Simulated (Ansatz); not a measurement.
Two structures, one formula

Two relaxed structures of CH$_{4}$Si$_{2}$, singlet (PBE0-D4/def2-TZVP; forces vanish, vibrations not checked).

A:

C1  (-0.222, -0.238, 0.102)
Si2  (0.634, 1.168, 0.931)
Si3  (0.876, -1.305, -0.673)
H4  (-1.288, -0.446, 0.125)
H5  (2.323, -1.007, -0.699)
H6  (-0.607, 1.757, 1.606)
H7  (0.527, -2.581, -1.349)
(Å)

B:

| atom | x (Å) | y (Å) | z (Å) |
| --- | --- | --- | --- |
| C1 | -0.0441 | 0.4260 | -0.5798 |
| Si2 | 0.0426 | 1.3535 | 1.0625 |
| Si3 | 1.0314 | -1.1068 | -0.8180 |
| H4 | -1.0378 | -0.0480 | -0.4724 |
| H5 | 0.0095 | 1.1026 | -1.4330 |
| H6 | -0.3978 | 0.1549 | 1.9040 |
| H7 | 0.3962 | -1.8822 | 0.3367 |

Computed with Ansatz 0.2.0 (basis: def2-TZVPP); correlated methods freeze the cores. B3LYP uses VWN-RPA correlation.

Task: Which structure is lower at CCSD(T), and by how much? (An estimate is asked for; the value comes from the calculation.)

Result: The calculation gives: A, by 9.63 kcal/mol (electronic energy, against the other). By their contacts, A is CH₄Si₂ ([SiH][CH][SiH2]) and B is CH₄Si₂ ([SiH][CH2][SiH]).

All methods give the same order:

```json
{"method": "PBE-D4", "E(B) − E(A) (kcal/mol)": "9.11"}
{"method": "r2SCAN-D4", "E(B) − E(A) (kcal/mol)": "12.20"}
{"method": "PBE0-D4", "E(B) − E(A) (kcal/mol)": "9.56"}
{"method": "B3LYP-D4", "E(B) − E(A) (kcal/mol)": "9.94"}
{"method": "wB97M-V", "E(B) − E(A) (kcal/mol)": "8.28"}
{"method": "HF", "E(B) − E(A) (kcal/mol)": "9.40"}
{"method": "MP2", "E(B) − E(A) (kcal/mol)": "13.38"}
{"method": "CCSD", "E(B) − E(A) (kcal/mol)": "8.40"}
{"method": "CCSD(T)", "E(B) − E(A) (kcal/mol)": "9.63"}
```

T1 diagnostic: at most 0.018. The restricted Hartree–Fock reference is unstable towards an unrestricted one at one or more of these structures.

Labels in which every atom is bracketed show which atoms are joined, not bond orders.

For scale, one of the runs: CCSD(T)/def2-TZVPP, 171 basis functions, launched by `ansatz run in.yaml --threads 2 --pin off --events-out ev --progress --plain --max-ram 4352MiB`. The run took 15 s on 2 CPU threads of an Arm Neoverse V2 (shared host), with 1.3 GiB of host memory at its peak.
